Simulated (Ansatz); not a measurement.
Compare A (`C#C/N=C\C`) with its isomer B (`c1cc[nH]c1`).

Gas-phase electronic energies from Ansatz, PBE0-D4/def2-TZVP geometries. CCSD(T)/CBS is the MP2 limit (def2-TZVPP, def2-QZVPP) plus CCSD(T) − MP2 in def2-TZVPP, frozen cores. Functionals use def2-TZVPP. B3LYP here is the variant with VWN-RPA as its local correlation; programs differ in this.

A:

```xyz
10

C    -2.194   -0.453   -1.060
C    -1.257   -0.783   -0.376
N    -0.284   -1.263    0.394
C     0.749   -0.575    0.684
C     1.058    0.810    0.250
H    -3.020   -0.161   -1.662
H     1.480   -1.072    1.323
H     0.272    1.216   -0.387
H     1.186    1.454    1.125
H     2.010    0.827   -0.290
```

B:

Z-matrix (Å, degrees):
```
C
C 1 1.371
C 1 1.417 2 107.3
H 1 1.079 2 125.7 3 180.0
N 2 1.363 1 107.7 3 -0.0
H 2 1.078 1 131.0 3 -180.0
C 3 1.371 1 107.3 2 -0.0
H 3 1.079 1 126.9 2 180.0
H 5 1.003 2 125.0 1 -180.0
H 7 1.078 3 131.0 1 180.0
```

(1) Which is lower in electronic energy at CCSD(T)/CBS, and by how much? (An estimate is asked.)

(2) Give E(B) − E(A) in kJ/mol with CCSD/def2-TZVPP, B3LYP-D4, CCSD(T)/def2-SVP, ωB97M-V, HF/def2-TZVPP, PBE-D4, PBE0-D4. (Estimate.)

(3) Does the order hold for the free energy at 298.15 K (harmonic terms from PBE0-D4)? (Best estimate.)

Largest T1 diagnostic: 0.014.

Answers

(1) The calculation gave: B, by 217.9 kJ/mol.

(2) Ansatz gave: CCSD/def2-TZVPP -211.9, B3LYP-D4 -208.5, CCSD(T)/def2-SVP -219.2, ωB97M-V -225.7, HF/def2-TZVPP -193.6, PBE-D4 -223.2, PBE0-D4 -239.3. None reverses the order clearly.

(3) Computed: Yes: G(B) − G(A) = -196.2 kJ/mol.

From BLYP to BHLYP (50 % exact exchange), in def2-TZVPP and without D4, E(B) − E(A) moves by −32.0 kJ/mol. The D4 term adds −4.5 kJ/mol with B3LYP and −2.0 kJ/mol with PBE0; it sums over pairs of atoms, weighted by their polarisabilities, and B3LYP, whose exchange is more repulsive, gets the larger term.
